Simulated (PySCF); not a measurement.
**Continuum solvent and chemical shifts**

Numbering as in the mapped SMILES `[cH:1]1[n:2][cH:3][nH:4][n:5]1`; H(Xn) means a hydrogen on atom n.

GIAO PBE0/pcSseg-1 in PySCF on one PBE0-D3(BJ)/def2-SVP conformer, non-relativistic, equivalent nuclei averaged. Solvents enter as an IEF-PCM continuum (dichloromethane with ε = 8.9, dimethylsulfoxide with ε = 46.8) around the gas-phase geometry. Shifts are referred to TMS computed in the same medium.

Gas phase, δ in ppm: C1 156.0, C3 144.4, H(N4) 9.67, H(C3) 7.97, H(C1) 7.93. Dipole moment 2.95 D.

Problem. How does each δ change in the continuum?

Solution. 
```tsv
atoms	environment	Δδ, dichloromethane	Δδ, dimethylsulfoxide
C1	aromatic CH between two ring heteroatoms	+0.7	+0.8
C3	aromatic CH between two ring heteroatoms	+4.2	+4.9
H(N4)	hydrogen on a pyrrole-type ring nitrogen	+0.77	+0.89
H(C3)	hydrogen on an aromatic CH between two ring heteroatoms	+0.38	+0.45
H(C1)	hydrogen on an aromatic CH between two ring heteroatoms	+0.04	+0.04
```

Changes are relative to the gas phase. The dipole moment becomes 3.72 D in dichloromethane, 3.86 D in dimethylsulfoxide.

Problem. Which nuclei move most (in ppm), and what does the model miss?

Solution. C3 (aromatic CH between two ring heteroatoms, +4.9 ppm) in dimethylsulfoxide. A continuum only polarises the solute; specific hydrogen bonds, the anisotropy of aromatic solvents and changes of geometry or conformer are outside it.
